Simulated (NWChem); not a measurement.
System: Li₂; SMILES [Li][Li]

NWChem input:

```
start job
memory heap 200 mb stack 900 mb global 1100 mb
geometry units angstroms noautosym nocenter noautoz
  Li     0.000000     0.000000    -1.393559
  Li     0.000000     0.000000     1.393559
end
basis spherical
  * library def2-tzvp
end
dft
  xc pbe0
  iterations 150
end
property
  response 1 0.0
end
task dft property
```

Output (shortened):

```
             Northwest Computational Chemistry Package (NWChem) 7.3.0
             --------------------------------------------------------

                             Geometry "geometry" -> ""
                             -------------------------

 Output coordinates in angstroms (scale by  1.889725989 to convert to a.u.)

  No.       Tag          Charge          X              Y              Z
 ---- ---------------- ---------- -------------- -------------- --------------
    1 Li                   3.0000     0.00000000     0.00000000    -1.39355900
    2 Li                   3.0000     0.00000000     0.00000000     1.39355900

 Effective nuclear repulsion energy (a.u.)       1.7087885195

                              NWChem Property Module
                              ----------------------

                                 NWChem DFT Module
                                 -----------------

 Summary of "ao basis" -> "ao basis" (spherical)
 ------------------------------------------------------------------------------
       Tag                 Description            Shells   Functions and Types
 ---------------- ------------------------------  ------  ---------------------
 Li                        def2-tzvp                 8       14   5s3p

            General Information
            -------------------
          SCF calculation type: DFT
          Wavefunction type:  closed shell.
          No. of atoms     :     2
          No. of electrons :     6
           Alpha electrons :     3
            Beta electrons :     3
          Charge           :     0
          Spin multiplicity:     1
          Use of symmetry is: off; symmetry adaption is: off
          Maximum number of iterations: 150
          AO basis - number of functions:    28
                     number of shells:    16
          Convergence on energy requested:  1.00D-06
          Convergence on density requested:  1.00D-05
          Convergence on gradient requested:  5.00D-04

              XC Information
              --------------
                         PBE0 Method XC Functional
                     Hartree-Fock (Exact) Exchange  0.250
          PerdewBurkeErnzerhof Exchange Functional  0.750
            Perdew 1991 LDA Correlation Functional  1.000 local
           PerdewBurkeErnz. Correlation Functional  1.000 non-local

             Grid Information
             ----------------
          Grid used for XC integration:  medium
          Radial quadrature: Mura-Knowles
          Angular quadrature: Lebedev.
          Tag              B.-S. Rad. Rad. Pts. Rad. Cut. Ang. Pts.
          ---              ---------- --------- --------- ---------
          Li                  1.45       49          13.0       434
          Grid pruning is: on
          Number of quadrature shells:    98
          Spatial weights used:  Erf1

      Superposition of Atomic Density Guess
      -------------------------------------

 Sum of atomic energies:         -14.86530318

      Non-variational initial energy
      ------------------------------

 Total energy =     -14.801963
 1-e energy   =     -22.808976
 2-e energy   =       6.298225
 HOMO         =      -0.159872
 LUMO         =      -0.020653

   convergence    iter        energy       DeltaE   RMS-Dens  Diis-err
 ---------------- ----- ----------------- --------- --------- ---------
 d= 0,ls=0.0,diis     1    -14.9609029100 -1.67D+01  6.13D-03  4.79D-02
 d= 0,ls=0.0,diis     2    -14.9641568204 -3.25D-03  1.03D-03  4.04D-04
 d= 0,ls=0.0,diis     3    -14.9641921676 -3.53D-05  1.54D-04  1.07D-05
 d= 0,ls=0.0,diis     4    -14.9641943055 -2.14D-06  3.70D-05  9.94D-08
 d= 0,ls=0.0,diis     5    -14.9641943404 -3.49D-08  1.11D-05  4.53D-09
 d= 0,ls=0.0,diis     6    -14.9641943429 -2.48D-09  1.70D-06  7.93D-11

         Total DFT energy =      -14.964194342877
      One electron energy =      -22.990795202485
           Coulomb energy =        9.958796253862
    Exchange-Corr. energy =       -3.640983913792
 Nuclear repulsion energy =        1.708788519538

 Numeric. integr. density =        6.000000036820

                       DFT Final Molecular Orbital Analysis
                       ------------------------------------

 Vector    1  Occ=2.000000D+00  E=-2.024164D+00
              MO Center=  2.3D-13,  1.4D-12,  6.3D-06, r^2= 2.1D+00
   Bfn.  Coefficient  Atom+Function         Bfn.  Coefficient  Atom+Function
  ----- ------------  ---------------      ----- ------------  ---------------
     2      0.453938  1 Li s                 16      0.453940  2 Li s
     1      0.172924  1 Li s                 15      0.172925  2 Li s
     3      0.162560  1 Li s                 17      0.162561  2 Li s

 Vector    2  Occ=2.000000D+00  E=-2.023916D+00
              MO Center=  2.7D-13,  1.4D-12, -6.3D-06, r^2= 2.1D+00
   Bfn.  Coefficient  Atom+Function         Bfn.  Coefficient  Atom+Function
  ----- ------------  ---------------      ----- ------------  ---------------
     2      0.454054  1 Li s                 16     -0.454052  2 Li s
     1      0.172987  1 Li s                 15     -0.172986  2 Li s
     3      0.162699  1 Li s                 17     -0.162698  2 Li s

 Vector    3  Occ=2.000000D+00  E=-1.387566D-01
              MO Center= -4.7D-11, -1.7D-10,  1.3D-09, r^2= 5.2D+00
   Bfn.  Coefficient  Atom+Function         Bfn.  Coefficient  Atom+Function
  ----- ------------  ---------------      ----- ------------  ---------------
     4      0.317505  1 Li s                 18      0.317505  2 Li s
     5      0.273150  1 Li s                 19      0.273150  2 Li s
     2     -0.106194  1 Li s                 16     -0.106194  2 Li s
     3     -0.088831  1 Li s                 17     -0.088831  2 Li s
    11      0.086696  1 Li pz                25     -0.086696  2 Li pz

 Vector    4  Occ=0.000000D+00  E=-4.842463D-02
              MO Center=  1.4D-11,  5.6D-11,  1.5D-08, r^2= 1.1D+01
   Bfn.  Coefficient  Atom+Function         Bfn.  Coefficient  Atom+Function
  ----- ------------  ---------------      ----- ------------  ---------------
     5      0.737246  1 Li s                 19     -0.737246  2 Li s
     4      0.208181  1 Li s                 18     -0.208181  2 Li s
    11     -0.193644  1 Li pz                25     -0.193644  2 Li pz
     2     -0.083103  1 Li s                 16      0.083103  2 Li s
     3     -0.067780  1 Li s                 17      0.067780  2 Li s

 Vector    5  Occ=0.000000D+00  E=-1.909237D-02
              MO Center=  2.9D-10, -2.8D-11,  6.0D-09, r^2= 6.8D+00
   Bfn.  Coefficient  Atom+Function         Bfn.  Coefficient  Atom+Function
  ----- ------------  ---------------      ----- ------------  ---------------
     9      0.556564  1 Li px                23      0.556564  2 Li px
     6      0.083502  1 Li px                20      0.083502  2 Li px
    10     -0.054669  1 Li py                24     -0.054669  2 Li py

 Vector    6  Occ=0.000000D+00  E=-1.909237D-02
              MO Center=  1.2D-11,  1.3D-10,  6.0D-09, r^2= 6.8D+00
   Bfn.  Coefficient  Atom+Function         Bfn.  Coefficient  Atom+Function
  ----- ------------  ---------------      ----- ------------  ---------------
    10      0.556564  1 Li py                24      0.556564  2 Li py
     7      0.083502  1 Li py                21      0.083502  2 Li py
     9      0.054669  1 Li px                23      0.054669  2 Li px

     Multipole analysis of the density
     ---------------------------------

     L   x y z        total         alpha         beta         nuclear
     -   - - -        -----         -----         ----         -------
     0   0 0 0     -0.000000     -3.000000     -3.000000      6.000000

     1   1 0 0      0.000000      0.000000      0.000000      0.000000
     1   0 1 0      0.000000      0.000000      0.000000      0.000000
     1   0 0 1     -0.000000     -0.000000     -0.000000      0.000000

     2   2 0 0    -11.861993     -5.930996     -5.930996      0.000000
     2   1 1 0     -0.000000     -0.000000     -0.000000      0.000000
     2   1 0 1     -0.000000     -0.000000     -0.000000      0.000000
     2   0 2 0    -11.861993     -5.930996     -5.930996      0.000000
     2   0 1 1     -0.000000     -0.000000     -0.000000      0.000000
     2   0 0 2     -1.162550    -21.386367    -21.386367     41.610185

 *** CALLING NEW AORESP DRIVER FOR CLOSED AND OPEN SHELLS ***
 Entering AOResponse driver routine

--------------------------------------------------------------------------------

          -----------------------------------------------
          Solving response equations for perturbing field
          -----------------------------------------------

 number of frequencies:     1
 frequency in a.u.:  0.0000000E+00
 Perturbing field: electric
 Using El. Dipole Length Gauge

 Setting up CPKS with frequency omega =      0.00000000 a.u.

 STATIC response

                                NWChem CPHF Module
                                ------------------

  scftype          =     RHF
  nclosed          =        3
  nopen            =        0
  variables        =       75
  # of vectors     =        3
  tolerance        = 0.10D-03
  level shift      = 0.00D+00
  max iterations   =       50
  max subspace     =       30

 SCF residual:    3.3028505322000048E-007

Iterative solution of linear equations
  No. of variables       75
  No. of equations        3
  Maximum subspace       30
        Iterations       50
       Convergence  1.0D-04

   iter   nsub   residual    time
   ----  ------  --------  ---------
     1      3    5.10D+00       0.2
     2      6    8.24D-01       0.3
     3      9    1.20D-01       0.3
     4     12    2.87D-02       0.4
     5     15    2.22D-03       0.4
     6     18    6.44D-05       0.5

 Electric Dipole Response Matrix (nonzero elements):

              1        2        3
    1  132.4222  -0.0000   0.0000
    2   -0.0000 132.4222   0.0000
    3    0.0000   0.0000 258.2321

 ------------------------------------------
 average:       174.35882 + I       0.00000

 DFT Linear Response polarizability / au
 Frequency  =       0.0000000 / au
              X              Y              Z
 -----------------------------------------------
 X     132.4221977     -0.0000000      0.0000000
 Y      -0.0000000    132.4221977      0.0000000
 Z       0.0000000      0.0000000    258.2320606
 -----------------------------------------------
 Eigenvalues =     132.4221977    132.4221977    258.2320606
 Isotropic   =     174.3588187
 Anisotropic =     125.8098629
 -----------------------------------------------

 Magnetic Dipole Response Matrix (nonzero elements):

 Exiting AOResponse driver routine
```

Level: PBE0/def2-TZVP. Coordinates come from a PBE0/def2-SVP optimisation.
